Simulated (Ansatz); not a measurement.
# SiHMe3 (C3H10Si): structure and electronic state

What does SiHMe3 (C3H10Si) look like as a singlet, and where do its frontier electrons sit?

Program: Ansatz 0.2.0, Gaussian basis. Level of theory: RKS PBE0-D4/def2-TZVP. These are calculated values, not measurements.

Plan: relaxation at PBE-D4/def2-SVP; a search for the lowest solution at PBE0-D4/def2-SVP; a single point at PBE0-D4/def2-TZVP.

## (1) The starting structure

14 atoms, charge 0, spin multiplicity 1.

Atoms are counted from 1 here; the program's logs count them from 0.

Bond lengths: Si1–H2 1.476 Å, Si1–C3 1.904 Å, Si1–C7 1.904 Å, Si1–C11 1.904 Å, C3–H4 1.086 Å, C3–H5 1.087 Å, C3–H6 1.086 Å, C7–H8 1.086 Å, C7–H9 1.087 Å, C7–H10 1.086 Å, C11–H12 1.086 Å, C11–H13 1.086 Å, C11–H14 1.087 Å. Angles: H2–Si1–C3 109.5°, H2–Si1–C7 109.4°, H2–Si1–C11 109.4°, C3–Si1–C7 109.5°, C3–Si1–C11 109.5°, C7–Si1–C11 109.5°, Si1–C3–H4 111.3°, Si1–C3–H5 111.5°, Si1–C3–H6 111.3°, H4–C3–H5 107.5°, H4–C3–H6 107.5°, H5–C3–H6 107.5°, Si1–C7–H8 111.3°, Si1–C7–H9 111.5°, Si1–C7–H10 111.3°, H8–C7–H9 107.5°, H8–C7–H10 107.5°, H9–C7–H10 107.5° and more.

The start is a GFN2-xTB geometry.

## (2) Relaxation at PBE-D4/def2-SVP

Contents of in.yaml:

```yaml
crystal:
  periodic: [false, false, false]
  atoms:
    - {symbol: Si, position_ang: [0.003360, 0.002930, 0.521720]}
    - {symbol: H, position_ang: [0.011280, 0.009210, 1.997880]}
    - {symbol: C, position_ang: [1.794620, 0.007390, -0.123590]}
    - {symbol: H, position_ang: [2.350860, 0.856160, 0.262090]}
    - {symbol: H, position_ang: [1.826980, 0.061450, -1.208600]}
    - {symbol: H, position_ang: [2.323550, -0.892830, 0.174630]}
    - {symbol: C, position_ang: [-0.904440, 1.550920, -0.113880]}
    - {symbol: H, position_ang: [-1.936250, 1.569160, 0.224290]}
    - {symbol: H, position_ang: [-0.915930, 1.588870, -1.199710]}
    - {symbol: H, position_ang: [-0.428690, 2.460520, 0.240020]}
    - {symbol: C, position_ang: [-0.891670, -1.559150, -0.097940]}
    - {symbol: H, position_ang: [-1.929070, -1.573670, 0.223350]}
    - {symbol: H, position_ang: [-0.420190, -2.460670, 0.282580]}
    - {symbol: H, position_ang: [-0.884400, -1.620280, -1.182830]}
basis:
  gaussian: {orbitals: def2-SVP}
hamiltonian: {xc: pbe, dispersion: d4}
scf: {lower_state_search: "off"}
output: {orbitals: {seedname: orbitals}}
relax: {f_tol: 0.02, max_steps: 100}
```

Command:

```console
$ ansatz run in.yaml --threads 4 --pin off --events-out ev --progress --plain --max-ram 3916MiB
```

Further steps of the session: Searching for the lowest solution, PBE0-D4/def2-SVP; Single point, PBE0-D4/def2-TZVP.

Q: Predict the results of all the runs planned. Wanted: point group; commonest bond, hydrogen aside; HOMO, LUMO at PBE0-D4/def2-TZVP; dipole at PBE-D4/def2-SVP.

The runs gave:

| quantity | value |
| --- | --- |
| point group | C3v |
| commonest bond, hydrogen aside | C–Si, 3 of mean length 1.894 Å |
| HOMO, LUMO at PBE0-D4/def2-TZVP | -8.52, 1.04 eV |
| dipole at PBE-D4/def2-SVP | 0.62 D |

In words: The molecule keeps its bonding pattern by the stored test; the atoms moved 0.03 Å (rms). No usable vibrations, so a minimum isn't proven.
